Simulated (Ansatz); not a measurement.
C4H5Cl (`CC=C=CCl`). Charge 0, multiplicity 1. The structure was optimised at the PBE0-D4/def2-TZVP level.

```xyz
10

C    -1.414    0.392   -0.719
C    -0.539    0.273    0.488
C     0.660   -0.232    0.492
C     1.850   -0.748    0.494
Cl    3.285    0.189    0.218
H    -2.349   -0.157   -0.569
H    -0.920    0.004   -1.609
H    -1.681    1.438   -0.894
H    -0.942    0.639    1.431
H     2.049   -1.798    0.668
```

What is the dipole moment at ωB97M-V/def2-TZVPP? (Estimate.)

Computed: 2.13 D, with components (-2.10, -0.38, -0.03) D in this frame, pointing from negative to positive charge.

And with PBE, r2SCAN, B3LYP? (An estimate is asked.)

Computed: PBE 2.09 D, r2SCAN 2.21 D, B3LYP 2.14 D.

Give the Mulliken charges with ωB97M-V, PBE, r2SCAN in def2-TZVPP. (Estimate.)

Ansatz gave: 
```json
{"atom": "C1", "ωB97M-V": "-0.25", "PBE": "-0.19", "r2SCAN": "-0.07"}
{"atom": "C2", "ωB97M-V": "-0.10", "PBE": "-0.13", "r2SCAN": "-0.11"}
{"atom": "C3", "ωB97M-V": "-0.02", "PBE": "0.01", "r2SCAN": "0.00"}
{"atom": "C4", "ωB97M-V": "-0.14", "PBE": "-0.11", "r2SCAN": "-0.08"}
{"atom": "Cl5", "ωB97M-V": "-0.07", "PBE": "-0.09", "r2SCAN": "-0.11"}
{"atom": "H6", "ωB97M-V": "0.11", "PBE": "0.09", "r2SCAN": "0.06"}
{"atom": "H7", "ωB97M-V": "0.10", "PBE": "0.09", "r2SCAN": "0.05"}
{"atom": "H8", "ωB97M-V": "0.11", "PBE": "0.09", "r2SCAN": "0.06"}
{"atom": "H9", "ωB97M-V": "0.12", "PBE": "0.10", "r2SCAN": "0.09"}
{"atom": "H10", "ωB97M-V": "0.13", "PBE": "0.12", "r2SCAN": "0.11"}
```

B3LYP here is the variant with VWN-RPA as its local correlation; programs differ in this.
